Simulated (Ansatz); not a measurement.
System (SMILES): [CH](F)F, doublet.
Atoms: C1, F2, F3, H4. Bonds: C1-F2, C1-F3, C1-H4.

Basis-set convergence of the lowest harmonic wavenumber at HF with Ansatz (a quantum-chemistry and plane-wave program). Each level at its own minimum, finite differences of forces, unscaled; the reference is a large set that could be run, not a limit. All functions are spherical. The program fits the integrals of some runs and decomposes those of others, by size. Open shells are unrestricted. No added dispersion term, no relativity. Reference: the value in aug-pcseg-2, 601 cm⁻¹. Deviations are taken from unrounded values.

```
basis        functions  lowest harmonic wavenumber (cm⁻¹)  minus reference (cm⁻¹)
-----------  ---------  ---------------------------------  ----------------------
pcseg-0             29                                523                     -78
pcseg-1             47                                590                     -11
aug-pcseg-1         78                                586                     -15
pcseg-2            104                                602                       0
aug-pcseg-2        161                                601                       0
```

The smallest set listed that lies within 20 cm⁻¹ of the reference with all its larger relatives (same family, alike in diffuse functions; a set with none counts only in the reference's own line) is pcseg-1 (47 functions, -11 cm⁻¹ off).
